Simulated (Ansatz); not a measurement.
# SiH$_{4}$O, triplet: from triple and quadruple zeta to the limit

```yaml
atoms:
  - { symbol: Si, position_ang: [-1.0477, 0.0000, 0.0000] }
  - { symbol: H, position_ang: [-1.5426, 1.3997, 0.0000] }
  - { symbol: H, position_ang: [-1.5426, -0.6999, 1.2122] }
  - { symbol: H, position_ang: [-1.5426, -0.6999, -1.2122] }
  - { symbol: H, position_ang: [0.6263, 0.0000, 0.0000] }
  - { symbol: O, position_ang: [2.0913, 0.0000, 0.0000] }
```

Connectivity, by distances: SiH4 ··· O.

Ansatz 0.2.0, UHF determinant, valence electrons correlated. Energies in eV.

| set | X | functions | Hartree–Fock | MP2 correlation | CCSD(T) correlation | time |
| --- | --- | --- | --- | --- | --- | --- |
| def2-TZVPP | 3 | 129 | -9960.3986 | -8.2213 | -9.8009 | 6 s on 1 × NVIDIA H100 80GB HBM3 with 1 thread of AMD EPYC 7R13 Processor (Zen 3) (shared host) |
| def2-QZVPP | 4 | 247 | -9960.7378 | -8.9192 | -10.4463 | 16 s on 1 × NVIDIA H100 80GB HBM3 with 1 thread of AMD EPYC 7R13 Processor (Zen 3) (shared host) |

Hartree–Fock is taken to follow E(X) = E∞ + A·exp(−7.88·√X), correlation E(X) = E∞ + B·X^−2.97.

Cautions: lower spins were not checked.

Problem. Work out the CCSD(T) energy at the limit, and how far the shortcut misses it that extrapolates MP2 and adds CCSD(T) minus MP2 from the smaller set.

Solution. Hartree–Fock: E∞ = E4 + 0.1377·(E4 − E3) = -9960.7845. Correlation: E∞ = E4 + 0.7407·(E4 − E3) = -10.9244 for CCSD(T) and -9.4362 for MP2. The limit is -9971.7089 eV, 0.525 eV below def2-QZVPP. The shortcut gives a correlation energy of -9.4362 + (-1.5795) = -11.0157, 91 meV lower than the direct value.

Past Ne part of the Hartree–Fock step between the two sets comes from the cores, which don't follow the formula, so the 47 meV that it adds to the total can overshoot; that part largely cancels in differences.
